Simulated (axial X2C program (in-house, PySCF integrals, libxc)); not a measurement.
## NaS⁺: from Re and ωe to a spectrum

A bond curve at the PBE0 level, two-component, was computed with an in-house relativistic program for diatomic molecules (basis S dyall-av3z [9s8p3d2f], Na dyall-cv3z [9s8p5d2f] (cores contracted in-house)) for the state Ω = 1 (⟨Sz⟩ = 1.00, ⟨Lz⟩ = 0.00 at PBE0). Its fit gives Re = 2.8434 Å, ωe = 180.8 cm⁻¹, ωexe = 2.02 cm⁻¹ and αe = 2.225e-03 cm⁻¹; the masses are 31.9721 and 22.9898 u. Two-component means X2C with spin–orbit coupling and atomic mean-field Coulomb and Gaunt terms.

Find the reduced mass, Be and the force constant.

From the PBE0 values: μ = 13.3735 u. Be = 16.8576/(μ Re²) = 0.1559 cm⁻¹. k = 5.8918×10⁻⁷ μ ωe² = 0.258 mdyn/Å.

A Morse curve ties αe to the other constants (Pekeris). How well does that hold?

αe(Morse) = 6Be²/ωe × (√(ωexe/Be) − 1) = 2.097e-03 cm⁻¹; the PBE0 curve gives 2.225e-03 cm⁻¹, a ratio of 0.94.

Estimate the centrifugal constant by the Kratzer relation.

D = 4Be³/ωe² = 4.64e-07 cm⁻¹.

Where do the fundamental and the first overtone lie?

ν(1←0) = ωe − 2ωexe = 176.8 cm⁻¹; ν(2←0) = 2ωe − 6ωexe = 349.5 cm⁻¹.

Estimate De from a Morse curve and compare with the computed well depth of 0.564 eV to S + Na+.

De(Morse) = ωe²/(4ωexe) = 0.502 eV against 0.564 eV computed, a ratio of 0.89. For De the Morse form works well here.

The state is a single determinant with fixed occupations, the lowest that a limited PBE0 search found. Dissociation energies refer to the lowest single-determinant-based atoms at the same level and basis. Density functionals use the spin component along the axis (collinear). The 2c atoms are single determinants rather than J levels; their spin–orbit lowering is only partly caught, and De is too large by that part. This holds for PBE0. The functionals have no current-density term, which raises determinants with orbital currents, atoms included. With several unpaired electrons one determinant need not be a pure state. Open-shell Ω = 0 determinants with evenly filled partner blocks cannot be reached by this program, so the Ω shown need not be the lowest component. This is the Ω = 1 component of a π² triplet; the 0⁺ component is not one determinant and can lie lowest.
